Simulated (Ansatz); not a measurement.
C$_{3}$H$_{9}$NO, SMILES `CCC(N)O`, relaxed with RKS PBE0-D4/def2-TZVP in Ansatz 0.2.0 from a PBE-D4/def2-SVP geometry. The force threshold is 0.005 eV/Å; the program also tests the step.

The species carries charge 0 and has multiplicity 1.

Start:

```xyz
14

C    -0.052    1.476    1.116
C     0.394    0.663   -0.099
C    -0.111   -0.785   -0.098
N     0.298   -1.592   -1.240
O    -1.525   -0.732   -0.060
H     0.321    1.025    2.060
H     0.323    2.518    1.072
H    -1.157    1.504    1.174
H     1.503    0.636   -0.167
H     0.026    1.139   -1.035
H     0.298   -1.301    0.812
H     1.285   -1.865   -1.162
H     0.206   -1.042   -2.106
H    -1.810   -1.643   -0.267
```

By how much does the energy fall, and how many steps does the optimiser take? (Estimate.)

Computed: 0.06 eV, in 6 steps.

Which bonds change most? (Best estimate.)

Computed: C3–H11 from 1.123 to 1.102 Å; C2–H10 from 1.113 to 1.096 Å; C1–H8 from 1.107 to 1.091 Å; C2–H9 from 1.112 to 1.095 Å.

Give the relaxed structure. (Best estimate.)

Ansatz gave: 
```xyz
14

C    -0.049    1.460    1.112
C     0.381    0.667   -0.109
C    -0.106   -0.772   -0.098
N     0.312   -1.575   -1.226
O    -1.513   -0.734   -0.066
H     0.329    1.001    2.031
H     0.331    2.483    1.073
H    -1.136    1.500    1.183
H     1.473    0.650   -0.187
H     0.000    1.139   -1.022
H     0.281   -1.273    0.804
H     1.275   -1.870   -1.131
H     0.227   -1.049   -2.089
H    -1.807   -1.627   -0.275
```
